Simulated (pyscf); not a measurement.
Structures and frequencies: ωB97X-D3(BJ)/def2-SVP in PySCF. MP2 and CC: frozen core, UHF for open shells. ΔMP2 is the change of the MP2 total energy from the triple- to the quadruple-zeta basis.

Problem. PBE/def2-TZVP puts the barrier of `[F][SiH]` [singlet] + `[NH3]` → `[NH2][SiH2][F]` (insertion; singlet surface; H–N broken, N–Si, H–Si formed) at 0.20 eV and the reaction energy at -2.70 eV, from the separated reactants. What do PBE0-D3(BJ)/def2-TZVP, ωB97M-D3(BJ)/def2-TZVP, CCSD(T)/def2-TZVPP + ΔMP2(QZVPP) give on the same structures?

Solution. PBE0-D3(BJ): ΔE‡ = 0.30 eV, ΔE = -2.92 eV; ωB97M-D3(BJ): ΔE‡ = 0.60 eV, ΔE = -2.76 eV; CCSD(T): ΔE‡ = 0.60 eV, ΔE = -2.81 eV. PBE's barrier lies under all of them, by 0.10 to 0.40 eV. Its reaction energy lies over all of them, by 0.06 to 0.21 eV. Low barriers are usual for a GGA, whose delocalisation error favours stretched bonds. On the reactant side the descent ends in an adduct with a N–Si contact, 1.16 eV under the separated species and 1.65 eV under the saddle at ωB97X-D3(BJ)/def2-TZVP. What is counted as formed (N–Si) is already present as a longer contact in the reactant adduct; forming that adduct is a step of its own. At ωB97X-D3(BJ) the barrier from the zero used here is 0.49 eV. The same reactants have a lower exit, to H₂N–Si:–F [singlet] + H₂ (barrier +0.28 eV at ωB97M-D3(BJ), against +0.60 eV here). One saddle was located; it need not be the lowest between these sides. The CCSD(T) − MP2 part came from Ansatz, without density fitting, on the same reference.
